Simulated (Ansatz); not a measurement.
# Two structures, one formula

Two relaxed structures of BH3SO, singlet (PBE0-D4/def2-TZVP; forces vanish, vibrations not checked).

A:

B1  (-0.883, 0.058, -0.579)
S2  (0.368, -0.946, 0.084)
O3  (1.134, -0.040, 1.244)
H4  (-1.549, -0.507, -1.393)
H5  (-1.047, 1.185, -0.233)
H6  (1.977, 0.250, 0.877)
(Å)

B:

```xyz
6
angstrom
B -0.8488 0.0276 -0.5295
S 1.2222 0.4444 1.0215
O 0.3941 -0.3685 -0.1872
H -1.3623 -0.6096 -1.3996
H -1.3729 0.9558 0.0188
H 2.3146 -0.3304 0.9250
```

Computed with Ansatz 0.2.0 (basis: def2-TZVPP); correlated methods freeze the cores. B3LYP uses VWN-RPA correlation.

Problem. Which structure is lower at CCSD(T), and by how much? (To be estimated.)

Solution. The calculation gives: B, by 5.17 kcal/mol (electronic energy, against the other). By their contacts, A is BH₃SO ([BH2][S][OH]) and B is BH₃SO ([BH2][O][SH]).

All methods give the same order:

| method | E(B) − E(A) (kcal/mol) |
| --- | --- |
| PBE-D4 | -1.59 |
| r2SCAN-D4 | -2.35 |
| PBE0-D4 | -2.21 |
| B3LYP-D4 | -4.92 |
| wB97M-V | -4.44 |
| HF | -8.02 |
| MP2 | -4.71 |
| CCSD | -5.76 |
| CCSD(T) | -5.17 |

T1 diagnostic: at most 0.017.

Labels in which every atom is bracketed show which atoms are joined, not bond orders.

For scale, one of the runs: CCSD(T)/def2-TZVPP, 146 basis functions, launched by `ansatz run in.yaml --threads 2 --pin off --events-out ev --progress --plain --max-ram 4352MiB`. The run took 12 s on 2 CPU threads of an Arm Neoverse V2 (shared host), with 0.87 GiB of host memory at its peak.
